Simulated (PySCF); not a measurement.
Isomers of C10H8, from PBE0-D3(BJ)/def2-SVP geometry optimisation, gas phase (PySCF 2.14.0). One conformer each, no zero-point energy, no frequencies.

Question: Which is lowest in electronic energy at this level?
A. `[CH:1]#[C:2][c:3]1[cH:4][cH:5][cH:6][cH:7][c:8]1[CH:9]=[CH2:10]` with C7–C8–C9–C10 12°: A = 1632, B = 1458, C = 771.2 MHz, dipole 0.53 D
B. `[CH:1]#[C:2][C:3]1=[CH:4]/[CH:5]=[CH:6]\[CH:7]=[CH:8]/[CH:9]=[CH:10]\1` with C3–C4–C5–C6 55°, C5–C6–C7–C8 -55°, C7–C8–C9–C10 56°, C2–C3–C10–C9 126°: A = 2478, B = 1046, C = 830.0 MHz, dipole 0.66 D
C. `[CH:1]1=[CH:2][C:3]1=[CH:4][c:5]1[cH:6][cH:7][cH:8][cH:9][cH:10]1` with C3–C4–C5–C6 180°: A = 4185, B = 766.1, C = 647.6 MHz, dipole 3.18 D
D. azulene, `c1ccc2cccc-2cc1`: A = 2854, B = 1254, C = 871.2 MHz, dipole 1.13 D

Answer: D. That is azulene (`c1ccc2cccc-2cc1`), 34.6 kcal/mol below the next.

| SMILES | mapped SMILES | E (Eh) | relative (kcal/mol) | relative (kJ/mol) | dipole (D) |
| --- | --- | --- | --- | --- | --- |
| c1ccc2cccc-2cc1 | [cH:1]1[cH:2][cH:3][c:4]2[cH:5][cH:6][cH:7][c:8]-2[cH:9][cH:10]1 | -385.12180 | 0.0 | 0.0 | 1.13 |
| C#Cc1ccccc1C=C | [CH:1]#[C:2][c:3]1[cH:4][cH:5][cH:6][cH:7][c:8]1[CH:9]=[CH2:10] | -385.06670 | 34.6 | 144.7 | 0.53 |
| C1=CC1=Cc1ccccc1 | [CH:1]1=[CH:2][C:3]1=[CH:4][c:5]1[cH:6][cH:7][cH:8][cH:9][cH:10]1 | -385.04685 | 47.0 | 196.8 | 3.18 |
| C#CC1=C/C=C\C=C/C=C\1 | [CH:1]#[C:2][C:3]1=[CH:4]/[CH:5]=[CH:6]\[CH:7]=[CH:8]/[CH:9]=[CH:10]\1 | -385.00308 | 74.5 | 311.7 | 0.66 |

As drawn, the lowest has an aromatic ring, which the highest lacks; the highest has a C≡C bond and a C=C bond outside aromatic rings, which the lowest lacks.
